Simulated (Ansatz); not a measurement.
**BSi⁺, triplet in cc-pVDZ: errors against full CI**

Geometry: a point of a stretch scan, not a stationary point.

```csv
atom,x (Å),y (Å),z (Å)
Si,0.0000,0.0000,0.0000
B,0.0000,0.0000,2.3010
```

Basis cc-pVDZ; Ansatz 0.2.0. Only valence electrons are correlated (noble-gas cores frozen), which leaves 6 electrons in 26 orbitals. R marks a restricted (for open shells ROHF) determinant, U an unrestricted one. Active spaces: pair = (4e, 4o) about the gap; valence = (6e, 8o) chosen from the atoms' valence shells.

Full CI is exact within this basis and frozen core; it isn't the basis-set limit. The frozen core follows each run's orbitals, which can shift R against U totals by a few meV.

For open shells CISD is restricted-active-space CI with the open shells as a complete middle space.

The UHF ⟨S²⟩ is 2.033 and the T1 diagnostic (RCCSD) is 0.0558. The largest doubles amplitude (RCCSD) is 0.102 and the T1 diagnostic (UCCSD) is 0.0500.

| level | E − E(full CI) (mEh) | share of correlation (%) | wall time |
| --- | --- | --- | --- |
| RHF | 139.65 | 0.00 | – |
| UHF | 132.54 | 5.09 | – |
| RMP2 | 46.58 | 66.65 | – |
| UMP2 | 47.01 | 66.34 | – |
| CISD | 13.86 | 90.07 | 0.9 s |
| RCCSD | 7.53 | 94.61 | – |
| UCCSD | 7.02 | 94.97 | – |
| RCCSD(T) | 2.20 | 98.43 | 1.6 s |
| UCCSD(T) | 2.17 | 98.45 | 1.6 s |
| BCCD(T) | 2.19 | 98.43 | 1.7 s |
| RCCSDT | 0.32 | 99.77 | – |
| UCCSDT | 0.28 | 99.80 | – |
| RCCSDT(Q) | 0.05 | 99.97 | 4.9 s |
| UCCSDT(Q) | 0.01 | 99.99 | 4.3 s |
| CASSCF (valence space) | 64.42 | 53.87 | – |
| NEVPT2 (valence space) | 16.30 | 88.33 | 2.4 s |
| MRCISD (valence space) | 2.62 | 98.13 | – |
| MRCISD+Q (valence space) | -0.45 | 100.32 | 3 s |

The correlation energy at full CI, counted from RHF, is -3.800 eV. That run took 17 s on 1 thread of Arm Neoverse V1, shared host over 1,689,856 determinants.

Run but not shown, since their state or frozen core can't be matched to the reference's or they repeat it: CASSCF (pair space), NEVPT2 (pair space), MRCISD (pair space), MRCISD+Q (pair space).

Times hold each run's SCF and search for its determinant on a shared host, so for small cases they say little of a method's own cost; they ran on 1 thread of Arm Neoverse V1.

Not variational, and here over 5 meV under the exact energy: MRCISD+Q (valence space).

The full-CI state has the irrep B1 of C2v, in the program's axes (one component, if the state is degenerate).

Natural occupations of full CI about the gap: 1.924 1.855 0.983 0.961 0.070 0.052 0.049 0.042 0.011 0.010; effectively unpaired electrons, Σ n²(2−n)², 2.14.
